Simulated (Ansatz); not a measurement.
We consider grey tin (α-Sn), described by Hartree–Fock in Ansatz (PAW).

Run with plane-wave cutoff 500 eV, 10×10×10 k mesh, Fermi–Dirac smearing 0.1 eV, scalar-relativistic PAW data made under PBE.

The cell is the one relaxed with r²SCAN: a = b = c = 6.567 Å, α = β = γ = 90.00°.

Problem. Give the computed band gap.

Solution. 
band gap: 4.44 eV (on the SCF k mesh)

Measured, for comparison: band gap 0 eV (temperature not stated, no zero-point or thermal correction; as tabulated in Das et al. (2018), arXiv:1807.05623).

Note: exact exchange on metals is sensitive to the k mesh and can open a false gap; the PAW data were made under another functional than the one run; cell and atoms aren't relaxed at this level (pressure 0.9 GPa).

Spin–orbit coupling is not included.

Computing time: very roughly 9 core-minutes.

Ansatz is a quantum-chemistry and plane-wave program.
